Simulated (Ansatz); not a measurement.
## Cohesive energy of zinc-blende GaAs: levels of theory against measurement

Reference value: 3.34 eV/atom (measured, static lattice: zero-point vibration energy added, our sources range from 3.34 to 3.39; as tabulated in Mejia-Rodriguez and Trickey (2018), arXiv:1807.09216).

Question: Which of these levels comes closest to the reference?
A) B3LYP (VWN-RPA form) (Ansatz (a program for electronic structure))
B) PBE (Ansatz)
C) LDA (Ansatz)
D) Hartree–Fock (Ansatz)

Answer: B, PBE (Ansatz)

```csv
level (code),value (eV/atom),cell (Å³/atom),error (eV/atom)
LDA (Ansatz),4.04,21.99,+0.70
PBE (Ansatz),3.15,23.71,-0.19
B3LYP (VWN-RPA form) (Ansatz),2.81,23.95,-0.53
Hartree–Fock (Ansatz),1.75,23.82,-1.59
```

Closest of the ranked levels: PBE (-0.19 eV/atom). Farthest off among them: Hartree–Fock (-1.59 eV/atom). No level tried lands within 0.1 eV/atom.

Free atoms are spin-polarised, in the lowest state found; at levels without +SOC their spin–orbit coupling is left out.  Each level is taken at its own relaxed cell. Cutoffs and k meshes differ between the levels. Ansatz's density-functional and Hartree–Fock values are scalar-relativistic unless marked +SOC, with PAW data made under PBE.

Differences are worked out from the printed values.
